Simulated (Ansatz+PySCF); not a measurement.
Results of a calculation; reference values are marked as such.
A run of PySCF 2.14.0 on singlet SiH2 at this shape:

```json
{"atom": "Si", "x (Å)": "0.0000", "y (Å)": "0.0000", "z (Å)": "0.0000"}
{"atom": "H", "x (Å)": "2.7766", "y (Å)": "0.0000", "z (Å)": "0.0000"}
{"atom": "H", "x (Å)": "-2.7766", "y (Å)": "0.0000", "z (Å)": "0.0000"}
```

Its results:

- Converged: yes
- Reference energy: -289.67100 hartree
- CCSD correlation energy: -0.13579 hartree
- Triples correction: -0.00444 hartree
- Total energy: -289.81124 hartree
- Spin squared of the determinant: 0.000

**Question.** Which input gives this output? Name the method, the orbitals and the basis set, and write the input.

**Answer.** RHF-CCSD(T) in 6-31G. An unrestricted run that stays on the closed shell gives the same numbers.

```python
from pyscf import gto, scf, cc

mol = gto.M(atom="""
Si 0.000000 0.000000 0.000000
H 2.776560 0.000000 0.000000
H -2.776560 0.000000 0.000000
""", basis='6-31g', charge=0, spin=0)
mf = scf.RHF(mol)
mf.kernel()
mycc = cc.CCSD(mf, frozen=5).run()
et = mycc.ccsd_t()
print(mf.e_tot, mycc.e_corr, et, mycc.e_tot + et)
```

This is not the lowest solution: another run reaches a determinant 0.16 eV lower. Caution: large amplitudes, a single reference is doubtful; an unrestricted determinant lies well below.
